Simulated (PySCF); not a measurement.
# Silanethione (SiH₂S): NMR shifts and electronic excitations in gas and solvents

Aim: compute the NMR shifts and electronic excitations of Silanethione (SiH₂S) (`[SiH2]=S`), and see what a dielectric continuum does where one was used.

Programs: PySCF 2.14.0, with density-fitted response routines of our own. Each step states its level of theory. These are calculated values for one molecule, in the gas phase or a continuum, unless marked as measured. Atoms are numbered from 0 throughout.

**1. Starting geometry**

4 atoms, charge 0, multiplicity 1; geometry from: GFN2-xTB.

Bonds of the start (Å): Si0–S1 1.98, Si0–H2 1.45, Si0–H3 1.45.

**2. Relaxing the molecule at PBE0-D3(BJ)/def2-SVP**

The job: settings as JSON, then the geometry in Å.

```
{"job": {"xc": "PBE0", "basis": "def2-SVP", "d3": "d3bj", "grid": 1, "kind": "geom"}, "charge": 0, "multiplicity": 1}
Si    -0.069483     0.005119    -0.217834
S      1.900824    -0.106666    -0.357190
H     -0.886387     1.112619    -0.686603
H     -0.934720    -1.006299     0.367133
```

Command:

```console
$ OMP_NUM_THREADS=1 python probes_run.py task.json out
```

The driver reads the jobs from task.json and runs them one after another.

Log:

```text
step   0  E = -688.40007101  max force = 0.031276
step   1  E = -688.39767736  max force = 0.017939
step   2  E = -688.40005845  max force = 0.008586
step   3  E = -688.40139246  max force = 0.004600
step   4  E = -688.40161230  max force = 0.001325
step   5  E = -688.40164791  max force = 0.000422
step   6  E = -688.40164840  max force = 0.000288
optimisation converged
```

Wall time 4.1 s (1 thread, shared host).

Relaxation path: (the energy doesn't fall at every step)

| step | energy from step 0 (eV) | largest force component (eV/Å) |
| --- | --- | --- |
| 0 | 0.0000 | 1.6083 |
| 1 | 0.0651 | 0.9225 |
| 2 | 0.0003 | 0.4415 |
| 3 | -0.0360 | 0.2365 |
| 4 | -0.0419 | 0.0681 |
| 5 | -0.0429 | 0.0217 |
| 6 | -0.0429 | 0.0148 |

Close pairs (by a distance rule), those that changed most:

```
  bond  before (Å)  after (Å)  change (Å)
Si0–H3       1.454      1.493      +0.039
Si0–H2       1.454      1.493      +0.039
Si0–S1       1.978      1.948      -0.030
```

The end geometry stands in the next job.

```csv
at the end point,value
point group (found at 0.08 Å tolerance),C2v
"rotational constants (GHz, main isotopes)","167.9, 7.939, 7.581"
dipole moment (D),2.61
```

**3. NMR shieldings: PBE0/pcSseg-1 in dichloromethane**

The job: settings as JSON, then the geometry in Å.

```
{"job": {"kind": "nmr", "xc": "PBE0", "basis": "pcSseg-1", "solvent": "dichloromethane", "pop": true}, "charge": 0, "multiplicity": 1}
Si    -0.040808     0.019463    -0.189507
S      1.387831    -0.615128    -1.352474
H     -0.631630     1.389659    -0.227325
H     -0.705094    -0.790780     0.873713
```

Level: GIAO PBE0/pcSseg-1 NMR shielding, non-relativistic, IEF-PCM dichloromethane.

Log:

```text
coarse grid: 4488 points
cycle   1  E = -688.5406526937  dE =  4.591e-02  |g| = 3.312e-01  |ddm| = 1.908e+00
cycle   2  E = -688.4782200827  dE =  6.243e-02  |g| = 5.545e-01  |ddm| = 1.147e+00
cycle   3  E = -688.5803132336  dE = -1.021e-01  |g| = 1.584e-02  |ddm| = 7.322e-01
cycle   4  E = -688.5803492743  dE = -3.604e-05  |g| = 4.996e-03  |ddm| = 1.645e-02
cycle   5  E = -688.5803571067  dE = -7.832e-06  |g| = 1.650e-03  |ddm| = 8.477e-03
final grid: 34416 points
cycle   6  E = -688.5934113484  dE = -5.005e-06  |g| = 3.879e-03  |ddm| = 1.261e-02
cycle   7  E = -688.5934088498  dE =  2.499e-06  |g| = 4.731e-03  |ddm| = 1.009e-02
cycle   8  E = -688.5934150191  dE = -6.169e-06  |g| = 5.689e-04  |ddm| = 6.254e-03
cycle   9  E = -688.5934151360  dE = -1.169e-07  |g| = 3.230e-05  |ddm| = 7.452e-04
cycle  10  E = -688.5934151363  dE = -2.558e-10  |g| = 7.245e-06  |ddm| = 4.025e-05
converged SCF energy = -688.5934151363

GIAO shielding tensors (ppm)
atom      isotropic    diamagn.    paramagn.     s11        s22        s33       span
  0 Si     158.962     879.315    -720.354   -179.077    319.809    336.153    515.230
  1 S      225.584    1058.619    -833.035   -214.009    -78.773    969.534   1183.543
  2 H       23.980      27.537      -3.557     20.576     21.445     29.918      9.342
  3 H       23.978      27.653      -3.675     20.575     21.446     29.913      9.338
```

It took 2.2 s on 1 thread, shared host.

The references, computed at this level on geometries of the same kind, shield at (ppm): 1H TMS 31.24, 29Si TMS 351.8, 33S CS2 495. Their shielding less the atom's gives the shift. The references are single molecules in the same continuum. Atoms listed in one row are averaged.

```csv
atoms,environment,σ (ppm),δ (ppm)
"H2, H3",hydrogen on a silicon bonded to S,23.98,7.26
Si0,"silicon bonded to S, 2 H",159.0,192.9
S1,sulfur bonded to Si,226,270
```

The run also stored atomic charges by several schemes (e):

| atoms | Mulliken | IAO | Hirshfeld | ESP fit |
| --- | --- | --- | --- | --- |
| Si0 | 0.55 | 0.68 | 0.41 | 0.52 |
| S1 | -0.48 | -0.49 | -0.33 | -0.46 |

Mayer bond orders: Si0–S1 1.95.

**4. Nuclear shieldings: PBE0/pcSseg-1 in dimethylsulfoxide**

The job: settings as JSON, then the geometry in Å.

```
{"job": {"kind": "nmr", "xc": "PBE0", "basis": "pcSseg-1", "solvent": "dimethylsulfoxide", "pop": false}, "charge": 0, "multiplicity": 1}
Si    -0.040808     0.019463    -0.189507
S      1.387831    -0.615128    -1.352474
H     -0.631630     1.389659    -0.227325
H     -0.705094    -0.790780     0.873713
```

Level: GIAO PBE0/pcSseg-1 NMR shielding, non-relativistic, IEF-PCM dimethylsulfoxide.

Log:

```text
coarse grid: 4488 points
cycle   1  E = -688.5433251062  dE =  4.326e-02  |g| = 3.272e-01  |ddm| = 1.908e+00
cycle   2  E = -688.4912502215  dE =  5.207e-02  |g| = 5.254e-01  |ddm| = 1.091e+00
cycle   3  E = -688.5813153813  dE = -9.007e-02  |g| = 1.594e-02  |ddm| = 6.857e-01
cycle   4  E = -688.5813510387  dE = -3.566e-05  |g| = 4.596e-03  |ddm| = 1.554e-02
cycle   5  E = -688.5813574597  dE = -6.421e-06  |g| = 1.638e-03  |ddm| = 7.920e-03
final grid: 34416 points
cycle   6  E = -688.5944162847  dE = -5.292e-06  |g| = 3.637e-03  |ddm| = 1.227e-02
cycle   7  E = -688.5944146343  dE =  1.650e-06  |g| = 4.242e-03  |ddm| = 9.132e-03
cycle   8  E = -688.5944194528  dE = -4.818e-06  |g| = 5.168e-04  |ddm| = 5.532e-03
cycle   9  E = -688.5944195486  dE = -9.578e-08  |g| = 3.042e-05  |ddm| = 6.785e-04
cycle  10  E = -688.5944195488  dE = -2.062e-10  |g| = 6.327e-06  |ddm| = 3.576e-05
converged SCF energy = -688.5944195488

GIAO shielding tensors (ppm)
atom      isotropic    diamagn.    paramagn.     s11        s22        s33       span
  0 Si     155.164     879.251    -724.086   -176.581    306.547    335.527    512.107
  1 S      249.401    1058.763    -809.363   -186.346    -35.664    970.212   1156.558
  2 H       23.957      27.449      -3.492     20.619     21.416     29.836      9.217
  3 H       23.955      27.563      -3.608     20.618     21.417     29.831      9.213
```

Run time: 1.1 s. Hardware: 1 thread, shared host.

Key values: δ Si0 196.6, S1 246, H2 7.28 ppm (means over like atoms).

**5. Excited states and response: CAM-B3LYP/def2-SVPD**

The job: settings as JSON, then the geometry in Å.

```
{"job": {"kind": "uv", "xc": "CAM-B3LYP", "basis": "def2-SVPD", "dynamic": true, "nstates": 6, "ntriplets": 0}, "charge": 0, "multiplicity": 1}
Si    -0.040808     0.019463    -0.189507
S      1.387831    -0.615128    -1.352474
H     -0.631630     1.389659    -0.227325
H     -0.705094    -0.790780     0.873713
```

Method: TDDFT CAM-B3LYP/def2-SVPD, vertical, gas phase, core orbitals frozen in the response.

Log:

```text
coarse grid: 4488 points
cycle   1  E = -688.5487853142  dE =  1.891e-02  |g| = 3.782e-01  |ddm| = 1.908e+00
cycle   2  E = -688.5008670624  dE =  4.792e-02  |g| = 5.514e-01  |ddm| = 1.244e+00
cycle   3  E = -688.6082192582  dE = -1.074e-01  |g| = 1.315e-02  |ddm| = 7.309e-01
cycle   4  E = -688.6083453049  dE = -1.260e-04  |g| = 5.307e-03  |ddm| = 4.731e-02
cycle   5  E = -688.6083599540  dE = -1.465e-05  |g| = 1.780e-03  |ddm| = 1.132e-02
cycle   6  E = -688.6083626696  dE = -2.716e-06  |g| = 4.674e-04  |ddm| = 5.179e-03
final grid: 34416 points
cycle   7  E = -688.6800632881  dE = -1.353e-06  |g| = 3.151e-04  |ddm| = 6.698e-03
cycle   8  E = -688.6800633395  dE = -5.148e-08  |g| = 2.968e-04  |ddm| = 8.149e-04
cycle   9  E = -688.6800633688  dE = -2.928e-08  |g| = 6.110e-05  |ddm| = 4.693e-04
cycle  10  E = -688.6800633743  dE = -5.441e-09  |g| = 2.667e-05  |ddm| = 1.913e-04
cycle  11  E = -688.6800633749  dE = -6.205e-10  |g| = 5.273e-06  |ddm| = 8.674e-05
converged SCF energy = -688.6800633749

Static polarisability (au): isotropic 50.471, principal 40.062 44.980 66.372

Singlet excitations
state   eV       nm        f      main configurations
  1   3.0217    410.3   0.00000   H->L 0.99
  2   4.8969    253.2   0.10885   H-1->L 0.93
  3   5.6986    217.6   0.00006   H-2->L 0.99
  4   5.8044    213.6   0.04859   H->L+1 0.94
  5   6.6647    186.0   0.06718   H-1->L+1 0.96
  6   6.7337    184.1   0.01012   H->L+2 0.84, H->L+3 0.11
```

Wall time 2.8 s (1 thread, shared host).

The orbitals next to the gap, with their largest atomic shares:

```
orbital      eV                       atoms
 HOMO−3  -12.43  Si0 43 %, H3 24 %, H2 24 %
 HOMO−2  -11.17   S1 66 %, Si0 24 %, H2 5 %
 HOMO−1   -9.33           S1 69 %, Si0 28 %
   HOMO   -8.51           S1 76 %, Si0 18 %
   LUMO   -1.61   Si0 53 %, S1 30 %, H3 9 %
 LUMO+1    0.70  Si0 36 %, S1 31 %, H3 16 %
 LUMO+2    1.16   Si0 61 %, S1 23 %, H3 8 %
```

With each of the 6 states as a Gaussian band of 0.4 eV half-width at 1/e, the curve within the window shown has maxima at 253 nm (ε 4,400), 213 nm (ε 2,000), 186 nm (ε 3,100) L/(mol cm). Beyond the last state computed it falls off for lack of states. The curve at chosen wavelengths:

nm, ε (L/mol/cm) and a bar:
```
      176       1395 ##########
      189       2900 ####################
      203       1546 ###########
      216       1976 ##############
      230       1653 ###########
      243       3522 ########################
      256       4319 ##############################
      270       2422 #################
      283        813 ######
      297        163 #
      310         28 
      323          4 
      337          0 
      350          0 
      364          0 
      377          0 
      390          0 
      404          0 
      417          0 
      431          0 
      444          0 
      457          0 
      471          0 
      484          0 
      498          0 
      511          0
```

Leading natural transition orbitals of singlet state 2: the hole lies on S1 72 %; Si0 24 %; the particle on Si0 43 %; S1 26 %; H2, H3 about 15 % each.

Leading natural transition orbitals of singlet state 1: the hole lies on S1 84 %; the particle on Si0 46 %; S1 29 %; H2, H3 about 13 % each.

Ground-state properties from the same run:

```csv
property,computed
dipole moment (D),2.95
polarisability (Å³),7.48
HOMO–LUMO gap (eV),6.91
−ε(HOMO) (eV),8.51
C6 with itself (au),773
```

Orbitals, density, ELF and potential are computed afterwards from the orbital file.

Frontier orbitals at CAM-B3LYP/def2-SVPD, with the share of their density that lies nearest to each atom:

```csv
orbital,energy (eV),lies on
HOMO,-8.51,S1 84 %
LUMO,-1.61,"Si0 43 %; S1 26 %; H2, H3 about 16 % each"
```

ELF in a plane through or near 4 of the atoms.

Ten even steps from '0' (0.00) to '9' (1.00):
```
0000000000000000000000000000
0000000000000000000000000000
0000000000000000000000000000
0000000002553100000000000000
0000000279999600001232000000
0000002799999910025666420000
0000003899999921236787642000
0000002799999943568899764100
0000000268994103775458874200
0000000002423771673753875200
0000000012413861673662875200
0000000269994103775458874200
0000002799999933568899764100
0000003899999921136787642000
0000001799999910025666420000
0000000279999600001222000000
0000000002553100000000000000
0000000000000000000000000000
0000000000000000000000000000
0000000000000000000000000000
```
The map spans 9.0 Å across and 7.6 Å up, centred on the molecule. Atoms in the plane (x, y in Å): Si0 (-0.1, 0.0), S1 (1.9, 0.0), H2 (-0.9, -1.2), H3 (-0.9, 1.2).

log10 of the density (e/Å³) in the same plane.

Ten even steps from ' ' (-4.0) to '@' (1.9):
```
                                                        
                    ......              ........        
                ................................        
            ....::::------::::::::::::::::......        
          ..::::----========----------------::::....    
          ..::--====++++++++================----::..    
        ....::--==++******++========++++++====----::..  
        ....----==++**##****++++++++******++++==----..  
        ....::--==++******************##****++++==--::..
          ..::--====++**##@@%%##****%%@@@@##**++==--::..
          ..::--====++**##@@%%******%%@@@@##**++==--::..
        ....::--==++******************##****++++==--::..
        ....----==++**##****++++++++******++++==----..  
        ....::--==++******++++======++++++====----::..  
          ..::--====++++++++================----::..    
          ..::::----========----------------::::....    
            ....::::------::::::::::::::::......        
                ..........................              
                    ......                              
                                                        
```
The map spans 9.0 Å across and 7.6 Å up, centred on the molecule. Atoms in the plane (x, y in Å): Si0 (-0.1, 0.0), S1 (1.9, 0.0), H2 (-0.9, -1.2), H3 (-0.9, 1.2).

On the surface of density 0.002 e/bohr³ the electrostatic potential runs, from the 1st to the 99th percentile, from -0.99 V near S1 to 2.45 V near Si0.

**6. Excited states and response: CAM-B3LYP/def2-SVPD in dichloromethane**

The job: settings as JSON, then the geometry in Å.

```
{"job": {"kind": "uv", "xc": "CAM-B3LYP", "basis": "def2-SVPD", "solvent": "dichloromethane", "nstates": 6, "ntriplets": 0}, "charge": 0, "multiplicity": 1}
Si    -0.040808     0.019463    -0.189507
S      1.387831    -0.615128    -1.352474
H     -0.631630     1.389659    -0.227325
H     -0.705094    -0.790780     0.873713
```

With the program's defaults for keys left out, this is: TDDFT CAM-B3LYP/def2-SVPD, vertical, IEF-PCM dichloromethane (non-equilibrium linear response), core orbitals frozen in the response.

Log:

```text
coarse grid: 4488 points
cycle   1  E = -688.5695289319  dE = -1.658e-03  |g| = 3.389e-01  |ddm| = 1.908e+00
cycle   2  E = -688.5687782412  dE =  7.507e-04  |g| = 3.708e-01  |ddm| = 1.016e+00
cycle   3  E = -688.6138204841  dE = -4.504e-02  |g| = 1.086e-02  |ddm| = 5.306e-01
cycle   4  E = -688.6139023675  dE = -8.188e-05  |g| = 3.951e-03  |ddm| = 3.796e-02
cycle   5  E = -688.6139118731  dE = -9.506e-06  |g| = 1.317e-03  |ddm| = 9.883e-03
final grid: 34416 points
cycle   6  E = -688.6856009087  dE = -2.565e-06  |g| = 7.445e-04  |ddm| = 6.901e-03
cycle   7  E = -688.6856012423  dE = -3.337e-07  |g| = 5.035e-04  |ddm| = 1.782e-03
cycle   8  E = -688.6856013439  dE = -1.016e-07  |g| = 1.114e-04  |ddm| = 8.352e-04
cycle   9  E = -688.6856013640  dE = -2.011e-08  |g| = 9.176e-05  |ddm| = 3.715e-04
cycle  10  E = -688.6856013686  dE = -4.550e-09  |g| = 5.496e-06  |ddm| = 2.331e-04
cycle  11  E = -688.6856013686  dE = -4.059e-11  |g| = 1.018e-06  |ddm| = 2.430e-05
converged SCF energy = -688.6856013686

Static polarisability (au): isotropic 66.427, principal 51.619 59.503 88.159

Singlet excitations
state   eV       nm        f      main configurations
  1   3.3084    374.8   0.00000   H->L 0.99
  2   5.0031    247.8   0.14909   H-1->L 0.94
  3   5.8911    210.5   0.00016   H-2->L 0.99
  4   6.0006    206.6   0.07992   H->L+1 0.97
  5   6.7145    184.7   0.00000   H-3->L 0.99
  6   6.8051    182.2   0.11544   H-1->L+1 0.97
```

Run time: 1.7 s. Hardware: 1 thread, shared host.

Key values: HOMO -8.62 eV, LUMO -1.41 eV; lowest singlet 3.31 eV.

**7. Excited states and response: CAM-B3LYP/def2-SVPD in dimethylsulfoxide**

The job: settings as JSON, then the geometry in Å.

```
{"job": {"kind": "uv", "xc": "CAM-B3LYP", "basis": "def2-SVPD", "solvent": "dimethylsulfoxide", "nstates": 6, "ntriplets": 0}, "charge": 0, "multiplicity": 1}
Si    -0.040808     0.019463    -0.189507
S      1.387831    -0.615128    -1.352474
H     -0.631630     1.389659    -0.227325
H     -0.705094    -0.790780     0.873713
```

With the program's defaults for keys left out, this is: TDDFT CAM-B3LYP/def2-SVPD, vertical, IEF-PCM dimethylsulfoxide (non-equilibrium linear response), core orbitals frozen in the response.

Log:

```text
coarse grid: 4488 points
cycle   1  E = -688.5723237588  dE = -4.432e-03  |g| = 3.345e-01  |ddm| = 1.909e+00
cycle   2  E = -688.5744088688  dE = -2.085e-03  |g| = 3.534e-01  |ddm| = 9.925e-01
cycle   3  E = -688.6148568832  dE = -4.045e-02  |g| = 1.075e-02  |ddm| = 5.101e-01
cycle   4  E = -688.6149345574  dE = -7.767e-05  |g| = 3.898e-03  |ddm| = 3.702e-02
cycle   5  E = -688.6149436578  dE = -9.100e-06  |g| = 1.254e-03  |ddm| = 9.737e-03
final grid: 34416 points
cycle   6  E = -688.6866303226  dE = -2.445e-06  |g| = 7.046e-04  |ddm| = 6.793e-03
cycle   7  E = -688.6866306323  dE = -3.097e-07  |g| = 4.468e-04  |ddm| = 1.686e-03
cycle   8  E = -688.6866307164  dE = -8.415e-08  |g| = 1.014e-04  |ddm| = 7.558e-04
cycle   9  E = -688.6866307349  dE = -1.849e-08  |g| = 8.005e-05  |ddm| = 3.637e-04
cycle  10  E = -688.6866307382  dE = -3.304e-09  |g| = 5.829e-06  |ddm| = 1.969e-04
cycle  11  E = -688.6866307383  dE = -5.014e-11  |g| = 1.072e-06  |ddm| = 2.393e-05
converged SCF energy = -688.6866307383

Static polarisability (au): isotropic 69.699, principal 54.243 62.796 92.058

Singlet excitations
state   eV       nm        f      main configurations
  1   3.3626    368.7   0.00000   H->L 0.99
  2   5.0346    246.3   0.15313   H-1->L 0.94
  3   5.9286    209.1   0.00017   H-2->L 0.99
  4   6.0336    205.5   0.08549   H->L+1 0.97
  5   6.7011    185.0   0.00000   H-3->L 0.99
  6   6.8303    181.5   0.12287   H-1->L+1 0.97
```

Run time: 1.6 s. Hardware: 1 thread, shared host.

In short: HOMO -8.65 eV, LUMO -1.39 eV; lowest singlet 3.36 eV.

**8. Comparing the runs: NMR shifts**

Shifts (ppm), means over like atoms, with basis size and wall time:

| run | H2 | Si0 | S1 | functions | time |
| --- | --- | --- | --- | --- | --- |
| PBE0/pcSseg-1 in dichloromethane | 7.26 | 192.9 | 270 | 58 | 2.2 s |
| PBE0/pcSseg-1 in dimethylsulfoxide | 7.28 | 196.6 | 246 | 58 | 1.1 s |

The continuum's effect on the ground state:

```csv
solvent,ε,polarisation energy (Eh),μ (D)
dichloromethane,8.93,-0.0071,4.06
dimethylsulfoxide,46.83,-0.0088,4.28
```

**9. Comparing the runs: electronic excitations**

Excitations and ground-state properties, with basis size and wall time:

```csv
run,lowest singlet (eV),brightest (eV),f,gap (eV),α (Å³),μ (D),functions,time
CAM-B3LYP/def2-SVPD,3.02,4.90,0.109,6.91,7.48,2.95,67,2.8 s
CAM-B3LYP/def2-SVPD in dichloromethane,3.31,5.00,0.149,7.20,9.84,4.11,67,1.7 s
CAM-B3LYP/def2-SVPD in dimethylsulfoxide,3.36,5.03,0.153,7.26,10.33,4.32,67,1.6 s
```

The continuum's effect on the ground state:

| solvent | ε | polarisation energy (Eh) | μ (D) |
| --- | --- | --- | --- |
| dichloromethane | 8.93 | -0.0072 | 4.11 |
| dimethylsulfoxide | 46.83 | -0.0089 | 4.32 |

**10. What came out**

```
                                                                               quantity                        value
                                                                            point group                          C2v
                                                   rotational constants (main isotopes)       167.94, 7.94, 7.58 GHz
1H shifts against TMS (PBE0/pcSseg-1, dichloromethane, means over atoms taken as alike)                     7.26 ppm
                               29Si shifts against TMS (PBE0/pcSseg-1, dichloromethane)                    192.9 ppm
                                33S shifts against CS2 (PBE0/pcSseg-1, dichloromethane)                      270 ppm
                                                   lowest singlet (CAM-B3LYP/def2-SVPD)  3.02 eV (410 nm), f = 0.000
                                               brightest single state of those computed  state 2, 4.90 eV, f = 0.109
                                                  surface potential, 1st and 99th percentile           -0.99 V and 2.45 V
                                                               range of the shift of S1               246 to 270 ppm
                                                            range of the lowest singlet              3.02 to 3.36 eV
```

What this shows: Relaxing lowered the energy by 0.043 eV in 6 steps; the close pair that moved most is Si0–H3, from 1.454 to 1.493 Å. At PBE0/pcSseg-1: The largest span, 1184 ppm, is at S1, where the paramagnetic term is -833 ppm. The first singlet state (HOMO→LUMO 0.99) lies at 3.02 eV and is dark; of the 6 states computed, the strongest absorption comes from state 2 at 4.90 eV. By nearest atom (CAM-B3LYP/def2-SVPD), the HOMO sits on S1 84 % and the LUMO on Si0 43 %; S1 26 %. In ppm, S1 moves most: its shift spreads over 24 ppm, from 246 (PBE0/pcSseg-1 in dimethylsulfoxide) to 270 (PBE0/pcSseg-1 in dichloromethane). The continuum holds electrostatics alone: no hydrogen bonds to the solvent, and the gas-phase geometry is kept. The lowest singlet runs from 3.02 eV (CAM-B3LYP/def2-SVPD) to 3.36 eV (CAM-B3LYP/def2-SVPD in dimethylsulfoxide), while the orbital gap spans 6.91 to 7.26 eV. The lowest state need not be the same one in every run.
